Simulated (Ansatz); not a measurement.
The same path of ClH3Si + H3P (9 atoms, charge 0, multiplicity 1) was run twice with different band settings. Lost on the way: Si1–Cl2, P6–H9. Made: Si1–P6, Cl2–H9.

Computed with Ansatz, RHF/def2-SVP.

Relaxed end points:

```xyz
9
Properties=species:S:1:pos:R:3
Si 0.827 0.251 -0.318
Cl 1.104 -0.108 1.710
H 2.156 0.449 -0.931
H 0.009 1.466 -0.479
H 0.163 -0.918 -0.919
P -3.054 -0.435 1.320
H -3.700 -1.690 1.229
H -4.213 0.288 1.683
H -2.582 -0.615 2.637
```

```xyz
9
Properties=species:S:1:pos:R:3
Si -0.548 -0.011 -0.504
Cl 0.470 0.444 3.794
H 0.606 -0.890 -0.216
H -0.179 1.403 -0.277
H -0.965 -0.191 -1.914
P -2.213 -0.539 0.963
H -3.244 0.209 0.355
H -2.565 -1.786 0.403
H -0.650 0.050 3.329
```

Common settings: movable images 5; climbing image yes; optimiser quadratic models (default); start path through a guess of the saddle point; force threshold 0.05 eV/Å; iteration limit 60; end points relaxed.

| run | spring |
| --- | --- |
| 1 | 5.0 eV/Å² |
| 2 | 20.0 eV/Å² |

Q: What does each run give, and how far can it be trusted?

A: Run 1: converged after 27 iterations, highest image 3.693 eV above the first end. Neighbouring images differ by up to 3.5 eV, so the band resolves the path poorly. A vibrational analysis at the climbing image gives one clearly imaginary mode, 1205i cm⁻¹: a first-order saddle point.
Run 2: converged after 25 iterations, highest image 3.693 eV above the first end. Neighbouring images differ by up to 3.5 eV, so the band resolves the path poorly. Another band between the same ends (5 images) ends at a top of the same energy, where a vibrational analysis finds 1 clearly imaginary mode.
The orbitals stay closed-shell, which can raise the energy where a bond breaks towards radicals; this wasn't checked here.
